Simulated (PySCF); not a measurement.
**Two-dimensional NMR puzzle**

Compound of formula C$_{3}$H$_{7}$F. Correlations simulated from computed shifts and couplings:

HSQC (one-bond C–H):
```csv
δH,δC,"1J(C,H) (Hz)"
4.95,89.7,154
1.32,25.2,133
```

COSY cross peaks (|J| ≥ 2 Hz):
```csv
δH,δH,abs. J (Hz),bonds
4.95,1.32,6.4,3
```

HMBC (two and three bonds, |J| ≥ 2.5 Hz):
```csv
δH,δC [abs. J in Hz]
1.32,"89.7 [3.7], 25.2 [4.9]"
```

Rapidly exchanging positions averaged, gas phase, non-relativistic, single conformer. Geometry: GFN2-xTB; shielding tensors at PBE0/pcSseg-1 (GIAO); couplings computed with B3LYP/pcJ-1 (spin–dipole term only in couplings to heteroatoms); PySCF 2.14.0 with density-fitted response routines.

Referencing at the same level of theory: 1H and 13C against TMS.

Exchangeable hydrogens are left out of these lists, and C,H couplings along chains are those of one rotamer, so weak HMBC peaks may be missing or extra.

Assemble the structure.

Results:

SMILES CC(C)F.

Mapped SMILES: `[CH3:1][CH:2]([CH3:3])[F:4]`; H(Xn) means a hydrogen on atom n.

δC 89.7 is C2, an sp3 CH bonded to F (δH 4.95). δC 25.2 is C1/C3, a methyl carbon (δH 1.32). COSY links 4.95–1.32.

Common functionals overestimate the size of one-bond C–F couplings by tens of Hz; these are unscaled. Unscaled 3J(H,H) at this level run about 10 % above measured values. Shifts are as computed. Against solution values, carbons near 30 ppm lie about +3 ppm off and those near 130 ppm about +5 ppm. Of 1211 compounds with measured shifts, 218 miss one by over three times the rms of a fit or turn the order of signals round; such compounds aren't used in these exercises.
